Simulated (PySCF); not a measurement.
**methyleneamidogen anion: adiabatic energies of losing or gaining an electron at several levels**

Structure: `C=[N-]` ([CH2N]-).

All levels share the PBE0-D3(BJ)/ma-def2-SVP structures and the PBE0-D3(BJ)/ma-def2-SVP thermal terms; only the single-point energies (PySCF) change. Values are adiabatic energies of losing or gaining an electron (0 K, eV).

```tsv
level	detachment energy to the radical	abs. error	time
PBE0-D3(BJ)/6-31G	-0.30	0.81	1.2 s
PBE0-D3(BJ)/cc-pVDZ	-0.29	0.80	1.6 s
PBE0-D3(BJ)/def2-SVP	-0.18	0.69	1.6 s
PBE0-D3(BJ)/def2-SV(P)	-0.16	0.67	1.6 s
PBE0-D3(BJ)/pcseg-1	0.04	0.47	1.6 s
BHandHLYP/ma-def2-TZVP	0.16	0.34	3.8 s
PBE0-D3(BJ)/def2-TZVP	0.21	0.30	2.9 s
PBE0-D3(BJ)/def2-SVPD	0.25	0.26	2.4 s
PBE0-D3(BJ)/pcseg-2	0.31	0.20	3.7 s
PBE0-D3(BJ)/def2-QZVP	0.33	0.18	8.9 s
PBE0-D3(BJ)/def2-TZVPD	0.33	0.18	3.9 s
r2SCAN-D3(BJ)/ma-def2-TZVP (grid 3)	0.36	0.15	12 s
PBE0-D3(BJ)/def2-QZVPPD	0.36	0.15	11 s
M06-L/ma-def2-TZVP (grid 3)	0.37	0.14	12 s
LC-ωPBE/ma-def2-TZVP	0.37	0.14	6.3 s
TPSSh-D3(BJ)/ma-def2-TZVP (grid 3)	0.37	0.13	10 s
PBE0-D3(BJ)/6-311+G**	0.39	0.12	2.4 s
PBE0-D3(BJ)/jun-cc-pV(T+d)Z	0.39	0.12	4.6 s
PBE0-D3(BJ)/ma-def2-TZVP	0.39	0.12	–
HSE06/ma-def2-TZVP	0.39	0.12	7.4 s
PBE0-D3(BJ)/6-311++G(2d,2p)	0.40	0.10	2.9 s
PBE0-D3(BJ)/aug-cc-pVDZ	0.41	0.10	2.6 s
B97-2/ma-def2-TZVP	0.41	0.10	3.2 s
PBE0-D3(BJ)/aug-cc-pVQZ	0.41	0.10	19 s
PBE0-D3(BJ)/ma-def2-SVP	0.43	0.08	2 s
TPSS-D3(BJ)/ma-def2-TZVP (grid 3)	0.44	0.07	12 s
PBE0-D3(BJ)/aug-pcseg-1	0.44	0.06	2.5 s
OPBE/ma-def2-TZVP	0.47	0.04	5 s
ωB97X-D3(BJ)/ma-def2-TZVP	0.48	0.03	4.3 s
M06-2X/ma-def2-TZVP (grid 3)	0.51	0.00	9.4 s
M06/ma-def2-TZVP (grid 3)	0.54	0.03	10 s
B3LYP-D3(BJ)/ma-def2-TZVP	0.55	0.04	3.5 s
BLYP-D3(BJ)/ma-def2-TZVP	0.56	0.05	5.1 s
ωB97M-D3(BJ)/ma-def2-TZVP (grid 3)	0.56	0.05	9.5 s
PBE-D3(BJ)/ma-def2-TZVP	0.60	0.09	5.5 s
LDA/ma-def2-TZVP	0.84	0.33	3.9 s
ATcT 1.112	0.51
```

Times are wall times for all single points of a level on 1 thread of Arm Neoverse V2, a shared host; the dash marks the run that also made the structures. BLYP, HSE06, LC-ωPBE, LDA, M06-L, OPBE, PBE, TPSS, r2SCAN ran on a slower path of this set-up, which computes the density-fitting integrals anew in every SCF cycle while the other levels store them. So the times needn't show the usual order of cost, and those levels read slower than they are.

The spread: 1.14 eV, from -0.30 to 0.84.
